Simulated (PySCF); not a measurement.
# Partners of formamide

Gas-phase complexes of formamide, each in one structure from a short search with a few starts, optimised by PBE0-D3(BJ)/def2-SVP or PBE0-D3(BJ)/def2-SVPD; other ways of binding may lie lower. Energies in kcal/mol, PBE0-D3(BJ)/def2-TZVPD, counterpoise-corrected (PySCF): interaction is complex less parts frozen as they stand in it, binding adds what it costs to deform them. Contacts are written partner···formamide; electrostatic, Pauli and orbital are terms of the uncorrected same energy, whose rest is dispersion or correlation.

1 other partner is left out, for which the search missed the form known or expected to bind best.

Frequency runs check only 8 of the 9 structures; these show no clear imaginary mode.

(1) Order these partners of formamide by binding energy, strongest first: phosphine, LiCl, ZnH2, beryllium hydride, dinitrogen, LiF, chlorine monofluoride, AlCl, hydrogen sulfide.

Answers

(1) LiF (-35.6), LiCl (-33.8), beryllium hydride (-24.2), AlCl (-16.0), ZnH2 (-11.8), chlorine monofluoride (-10.5), hydrogen sulfide (-5.9), phosphine (-4.1), dinitrogen (-1.3).
```tsv
partner	contact	distance (Å)	binding	interaction	electrostatic	Pauli	orbital
LiF	Li···O	1.88	-35.6	-40.6	-58.6	46.3	-27.4
LiCl	Li···O	1.85	-33.8	-36.5	-46.2	30.1	-19.2
beryllium hydride	Be···O	1.70	-24.2	-34.5	-53.1	52.7	-33.4
AlCl	Al···O	2.06	-16.0	-21.4	-66.3	90.8	-44.3
ZnH2	Zn···O	2.17	-11.8	-17.3	-42.8	47.2	-20.7
chlorine monofluoride	Cl···O	2.27	-10.5	-12.9	-26.2	38.1	-23.9
hydrogen sulfide	H···O	2.05	-5.9	-6.2	-11.6	12.8	-6.2
phosphine	P···H	2.65	-4.1	-4.2	-6.5	6.8	-3.4
dinitrogen	N···H	2.38	-1.3	-1.3	-1.5	1.4	-0.8
```
